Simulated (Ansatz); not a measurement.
# Worked example: the barrier

An elementary step of C2H6O, closed shell (C₂H₆O (CCO) → C₂H₄ (C=C) + H₂O; bonds formed: O1–H8; bonds broken: O1–C2, C5–H8). “Start” is the structure reached by relaxing down from the saddle towards the reactants; PBE0-D4/def2-TZVP structures. The saddle:

```
9
angstrom
O -1.0909 -0.9795 0.2383
C -0.1161 0.2915 -0.6365
H -0.9583 0.9208 -0.8995
H 0.2676 -0.3039 -1.4594
C 0.7067 0.6064 0.4687
H 0.5060 1.5204 1.0151
H 1.7397 0.2783 0.4507
H -0.1811 -0.4596 0.8801
H -0.8737 -1.8745 -0.0574
```

Ansatz 0.2.0; basis: def2-TZVPP and def2-QZVPP; cores frozen in the correlated methods.

Energies in eV:

| quantity | saddle | start |
| --- | --- | --- |
| Hartree–Fock, triple zeta (X = 3) | -4190.77500 | -4194.61315 |
| Hartree–Fock, quadruple zeta (X = 4) | -4190.97899 | -4194.82294 |
| MP2 correlation, X = 3 | -17.13952 | -16.32009 |
| MP2 correlation, X = 4 | -18.30602 | -17.47364 |
| CCSD(T) correlation, X = 3 | -18.46704 | -17.71506 |

Task: Work out the barrier at the basis limit: extrapolate Hartree–Fock as E(X) = E∞ + A exp(−7.88 √X) and the MP2 correlation as E(X) = E∞ + B X^−2.97 (the exponents that Neese and Valeev fitted for def2-TZVPP and QZVPP), then add CCSD(T) − MP2 in triple zeta.

Result: Each step is linear, so take the differences first (saddle − start): Hartree–Fock 3.83815 (X = 3) and 3.84395 (X = 4); MP2 correlation -0.81943 and -0.83238; CCSD(T) correlation -0.75198.
Two points give E∞ = E(4) + w [E(4) − E(3)], with w = 1/(exp(7.88 (2 − √3)) − 1) = 0.1377 for Hartree–Fock and w = 1/((4/3)^2.97 − 1) = 0.7407 for the correlation.
Hartree–Fock: 3.84395 + 0.1377 × 0.00580 = 3.8447 eV.
MP2 correlation: -0.83238 + 0.7407 × (-0.01295) = -0.8420 eV.
CCSD(T) − MP2: -0.75198 − (-0.81943) = 0.0675 eV.
Sum: 3.8447 + (-0.8420) + 0.0675 = 3.0702 eV, or 70.80 kcal/mol. Plain CCSD(T) in triple zeta gives 3.0862 eV, so the larger basis shifts the result by -0.0160 eV.

T1 diagnostic: at most 0.018.

For scale, one of the runs: CCSD(T)/def2-TZVPP, 177 basis functions, launched by `ansatz run in.yaml --threads 2 --pin off --events-out ev --progress --plain --max-ram 4352MiB`. The run took 25 s on 2 CPU threads of an Intel Xeon Platinum 8223CL (shared host), with 1.8 GiB of host memory at its peak.
